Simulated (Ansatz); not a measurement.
Molecule: C4H7, charge 0, multiplicity 2. It need not be the lowest isomer of its formula. 
Structure (B3LYP-D3(BJ)/def2-TZVP (Ansatz, a program for electronic structure) minimum search):
```
C
H 1 1.0889
H 1 1.0889 2 108.68
C 1 1.5609 2 114.43 3 -129.29
H 4 1.0965 1 114.95 2 125.51
H 4 1.0965 5 106.82 1 128.82
C 4 1.4977 5 115.85 6 130.74
H 7 1.0814 4 132.74 5 -63.15
C 7 1.4977 8 132.74 4 180.00
H 9 1.0965 7 115.85 8 -63.15
H 9 1.0965 10 106.82 7 -130.74
```
Charge 0, spin multiplicity 2.

Parts of the frozen-core correlation energy in 6-31G (Ansatz, hartree). Frozen orbitals: 4; correlated occupied orbitals by spin: 12 and 11; virtual: 34 and 35. UHF or UKS for open shells. No spin-orbit coupling. Non-relativistic.

```json
[
 {"term": "reference (HF)", "value": "-155.40224"},
 {"term": "MP2 opposite-spin", "value": "…"},
 {"term": "MP2 same-spin", "value": "-0.07237"},
 {"term": "CCSD correlation", "value": "…"},
 {"term": "(T)", "value": "…"},
 {"term": "T1 diagnostic", "value": "0.008"},
 {"term": "largest doubles amplitude", "value": "0.028"},
 {"term": "<S^2> of the reference", "value": "0.768"}
]
```

Q: Some entries are withheld; supply them.

A: 
- MP2 opposite-spin, value: -0.26370
- CCSD correlation, value: -0.38467
- (T), value: -0.00924
